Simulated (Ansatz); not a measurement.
Cartesian coordinates in Å:
```
C 0.139 -2.080 0.302
C -0.086 -0.808 -0.021
C 0.483 -0.162 -1.242
S -1.212 0.118 0.968
C -0.510 1.775 0.942
H 0.723 -2.719 -0.351
H -0.266 -2.518 1.205
H -0.310 0.238 -1.880
H 1.065 -0.885 -1.816
H 1.144 0.670 -0.984
H -1.161 2.380 1.574
H -0.506 2.203 -0.060
H 0.496 1.788 1.363
```

Charge 0, multiplicity 1.

(1) List the r2SCAN/def2-TZVPP orbital energies in eV (Ansatz 0.2.0). (Estimate.)

Answers

(1) Ansatz gave: Occupied: -2409.04, -274.02, -273.76, -273.16, -272.73, -213.42, -157.53, -157.42, -157.26, -21.67, -19.71, -18.09, -16.64, -13.39, -11.97, -11.29, -11.12, -10.65, -10.31, -9.44, -9.23, -7.92, -7.02, -5.22. Lowest empty: -0.67, 0.52, 1.37, 1.56, 2.53, 2.76, 2.81, 3.00.
